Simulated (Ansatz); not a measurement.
# AlBH2+ (doublet): from Hartree-Fock to the top rungs, def2-TZVPP

An exercise on one series of results from a longer session: the logs are not shown, and one member is left open.

Method: def2-TZVPP, core rule «outside noble gas», up to 6 orbitals frozen; program: Ansatz 0.2.0, Gaussian basis.

To be run: UHF; ROHF; CCSD(T) on UHF.

2 further runs of the same task are left out: 2 set aside as unsound or not needed.

## The system

The geometry is a PBE0/def2-TZVP stationary point (not a proven minimum) of the parent state, kept for this charge and spin.

4 atoms, charge 1, spin multiplicity 2.

Atoms are counted from 1 here; the program's logs count them from 0.

Bond lengths: B1–Al2 2.058 Å, B1–H3 1.195 Å, B1–H4 1.195 Å. Angles: Al2–B1–H3 115.6°, Al2–B1–H4 115.6°, H3–B1–H4 128.7°.

The first run:

File in.yaml:

```yaml
crystal:
  periodic: [false, false, false]
  atoms:
    - {symbol: B, position_ang: [0.000000, 0.000000, 1.368886]}
    - {symbol: Al, position_ang: [0.000000, 0.000000, -0.689391]}
    - {symbol: H, position_ang: [0.000000, 1.077612, 1.885924]}
    - {symbol: H, position_ang: [0.000000, -1.077612, 1.885924]}
basis:
  gaussian: {orbitals: def2-TZVPP}
total_charge: 1
magnetization: {spin_polarized: true, initial_magnetization: 1}
hamiltonian: {xc: hf}
output: {orbitals: {seedname: orbitals}}
```

Launch:

```sh
$ ansatz run in.yaml --threads 1 --pin off --events-out ev --progress --plain --max-ram 4096MiB --backend cpu
```

Among the steps run: UHF; ROHF; CCSD(T) on UHF.

One of the session's tables, all rows but one given; the rest of the session is left out.

```
  method  from UCCSD(T) (kcal/mol)
    ROHF                         ?
     UHF                    +96.14
    UMP2                    +20.03
   UCCSD                     +2.60
UCCSD(T)                         0
```

**Question.** Estimate the row for ROHF.

The run gave: from UCCSD(T) (kcal/mol): +99.22. In the column «from UCCSD(T) (kcal/mol)» it is the highest.
